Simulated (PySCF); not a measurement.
Isomers of C5H9N. Computed with PySCF 2.14.0, PBE0-D3(BJ)/def2-SVP geometry optimisation, gas phase. Energies are electronic, without zero-point or thermal terms, for one conformer each. No frequencies were run at this level. Point groups hold within 0.08 Å.

Task: Rank from lowest to highest electronic energy at this level (kJ/mol).
A. `[CH3:1][CH2:2][CH2:3][CH2:4][C:5]#[N:6]` with C1–C2–C3–C4 180°, C2–C3–C4–C5 180°
B. `[C-]#[N+]C(C)(C)C`

Result: A (0.0), B (71.0).

```json
{"SMILES": "CCCCC#N", "E (Eh)": "-250.21376", "E rel (kJ/mol)": "0.0", "dipole (D)": "4.13", "point group": "Cs", "A, B, C (MHz)": "15339, 1329, 1261"}
{"SMILES": "[C-]#[N+]C(C)(C)C", "E (Eh)": "-250.18673", "E rel (kJ/mol)": "71.0", "dipole (D)": "4.01", "point group": "C3v", "A, B, C (MHz)": "4540, 2944, 2942"}
```
